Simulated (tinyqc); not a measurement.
RKS/LDA (VWN5) in the sto-3g basis, for BH, spin multiplicity 1, step by step. One step of it, computed by the program tinyqc.

Question. Iteration 2: building the Kohn-Sham matrix. J_ij = sum D_kl (ij|kl); F = H + J + V_xc; E = tr D H + tr D J / 2 + E_xc + E_nn.

D after iteration 1:
```
,1B 1s,1B 2s,1B 2px,1B 2py,1B 2pz,2H 1s
1B 1s,2.162892,-0.615202,0.000000,0.000000,-0.031535,0.121645
1B 2s,-0.615202,2.337805,0.000000,0.000000,0.107884,-0.623256
1B 2px,0.000000,0.000000,0.000000,0.000000,0.000000,0.000000
1B 2py,0.000000,0.000000,0.000000,0.000000,0.000000,0.000000
1B 2pz,-0.031535,0.107884,0.000000,0.000000,0.047089,0.245551
2H 1s,0.121645,-0.623256,0.000000,0.000000,0.245551,1.953309
```

core Hamiltonian H = T + V (hartree):
```
,1B 1s,1B 2s,1B 2px,1B 2py,1B 2pz,2H 1s
1B 1s,-12.638338,-3.272774,0.000000,0.000000,-0.009458,-0.282639
1B 2s,-3.272774,-3.728203,0.000000,0.000000,-0.093918,-0.834539
1B 2px,0.000000,0.000000,-2.913596,0.000000,0.000000,0.000000
1B 2py,0.000000,0.000000,0.000000,-2.913596,0.000000,0.000000
1B 2pz,-0.009458,-0.093918,0.000000,0.000000,-2.971935,-0.875443
2H 1s,-0.282639,-0.834539,0.000000,0.000000,-0.875443,-2.049798
```

Two-electron integrals (ij|kl) in chemists' order, unique and non-zero (hartree):
```
i,j,k,l,(ij|kl)
1,1,1,1,2.923513
2,1,1,1,0.518376
2,1,2,1,0.109262
2,2,1,1,0.744229
2,2,2,1,0.193177
2,2,2,2,0.544804
3,1,3,1,0.020264
3,2,3,1,0.029996
3,2,3,2,0.120346
3,3,1,1,0.742491
3,3,2,1,0.193240
3,3,2,2,0.544682
3,3,3,3,0.586773
4,1,4,1,0.020264
4,2,4,1,0.029996
4,2,4,2,0.120346
4,3,4,3,0.031630
4,4,1,1,0.742491
4,4,2,1,0.193240
4,4,2,2,0.544682
4,4,3,3,0.523513
4,4,4,4,0.586773
5,1,5,1,0.020264
5,2,5,1,0.029996
5,2,5,2,0.120346
5,3,5,3,0.031630
5,4,5,4,0.031630
5,5,1,1,0.742491
5,5,2,1,0.193240
5,5,2,2,0.544682
5,5,3,3,0.523513
5,5,4,4,0.523513
5,5,5,5,0.586773
6,1,1,1,0.043912
6,1,2,1,0.009225
6,1,2,2,0.016379
6,1,3,3,0.016313
6,1,4,4,0.016313
6,1,5,1,0.000643
6,1,5,2,0.001197
6,1,5,5,0.016520
6,1,6,1,0.000801
6,2,1,1,0.133818
6,2,2,1,0.035435
6,2,2,2,0.113913
6,2,3,3,0.110459
6,2,4,4,0.110459
6,2,5,1,0.003825
6,2,5,2,0.025792
6,2,5,5,0.120702
6,2,6,1,0.003189
6,2,6,2,0.037252
6,3,3,1,0.003102
6,3,3,2,0.015493
6,3,5,3,0.004497
6,3,6,3,0.003457
6,4,4,1,0.003102
6,4,4,2,0.015493
6,4,5,4,0.004497
6,4,6,4,0.003457
6,5,1,1,0.138588
6,5,2,1,0.037114
6,5,2,2,0.125615
6,5,3,3,0.119297
6,5,4,4,0.119297
6,5,5,1,0.006370
6,5,5,2,0.040423
6,5,5,5,0.138102
6,5,6,1,0.003453
6,5,6,2,0.047587
6,5,6,5,0.063002
6,6,1,1,0.316564
6,6,2,1,0.085200
6,6,2,2,0.310640
6,6,3,3,0.294724
6,6,4,4,0.294724
6,6,5,1,0.009245
6,6,5,2,0.086133
6,6,5,5,0.342002
6,6,6,1,0.007706
6,6,6,2,0.141348
6,6,6,5,0.194156
6,6,6,6,0.774606
```

nuclear repulsion = 1.58626262 hartree

V_xc (hartree):
```
,1B 1s,1B 2s,1B 2px,1B 2py,1B 2pz,2H 1s
1B 1s,-1.790712,-0.275109,0.000000,0.000000,-0.001664,-0.023593
1B 2s,-0.275109,-0.408165,0.000000,0.000000,-0.020551,-0.106686
1B 2px,0.000000,0.000000,-0.398780,0.000000,0.000000,0.000000
1B 2py,0.000000,0.000000,0.000000,-0.398780,0.000000,0.000000
1B 2pz,-0.001664,-0.020551,0.000000,0.000000,-0.416920,-0.130741
2H 1s,-0.023593,-0.106686,0.000000,0.000000,-0.130741,-0.502918
```

E_xc = sum of w rho eps_xc = -4.12987307 hartree

Give: Coulomb J; Kohn-Sham matrix F; total energy of this density.

Answer.

Coulomb J (hartree):
```
,1B 1s,1B 2s,1B 2px,1B 2py,1B 2pz,2H 1s
1B 1s,7.9905,1.5902,0.0000,0.0000,0.0218,0.1359
1B 2s,1.5902,3.2018,0.0000,0.0000,0.1803,0.7770
1B 2px,0.0000,0.0000,3.1667,0.0000,0.0000,0.0000
1B 2py,0.0000,0.0000,0.0000,3.1667,0.0000,0.0000
1B 2pz,0.0218,0.1803,0.0000,0.0000,3.2586,0.9143
2H 1s,0.1359,0.7770,0.0000,0.0000,0.9143,2.7743
```

Kohn-Sham matrix F (hartree):
```
,1B 1s,1B 2s,1B 2px,1B 2py,1B 2pz,2H 1s
1B 1s,-6.4385,-1.9577,0.0000,0.0000,0.0106,-0.1704
1B 2s,-1.9577,-0.9346,0.0000,0.0000,0.0658,-0.1643
1B 2px,0.0000,0.0000,-0.1456,0.0000,0.0000,0.0000
1B 2py,0.0000,0.0000,0.0000,-0.1456,0.0000,0.0000
1B 2pz,0.0106,0.0658,0.0000,0.0000,-0.1303,-0.0919
2H 1s,-0.1704,-0.1643,0.0000,0.0000,-0.0919,0.2215
```

total energy of this density = -24.222515 hartree
